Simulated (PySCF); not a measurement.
Gas-phase reaction: 4 SiH4 + 3 SiCl ⇌ 3 SiH2Cl + 2 Si2H5

Energies from PySCF (xtb for GFN2), thermal terms from the rigid-rotor harmonic-oscillator model, ideal gas at 1 bar. † marks an energy on the PBE0/def2-TZVP geometry and frequencies; other levels use their own. CCSD(T) freezes the core. Open shells (unrestricted): SiCl (multiplicity 2), SiH2Cl (multiplicity 2), Si2H5 (multiplicity 2); the rest are closed-shell singlets. GFN2 has no spin-polarisation term. Spin-orbit splitting is ignored; it lowers the true energy and changes the entropy of SiCl. SiH2Cl, Si2H5: computed as isolated molecules; such fragments, hydroxides, amides, oligomers or adducts are transient or little studied in the gas. CCSD(T) isn't extrapolated to the basis-set limit.

GFN2-xTB gives ΔH°(298 K) = 64 kJ.

Problem. What do LDA/def2-TZVP†, PBE/def2-TZVP†, CCSD(T)/def2-SVP† give?

Solution. LDA/def2-TZVP†: -114 kJ; PBE/def2-TZVP†: -73 kJ; CCSD(T)/def2-SVP†: 2 kJ. For scale, ΔH°(298 K) is 64 kJ at this level, -2 kJ at ωB97M-V/def2-TZVP†, and runs from -128 to 64 kJ over the 20 levels computed († marks an energy on the PBE0/def2-TZVP geometry).
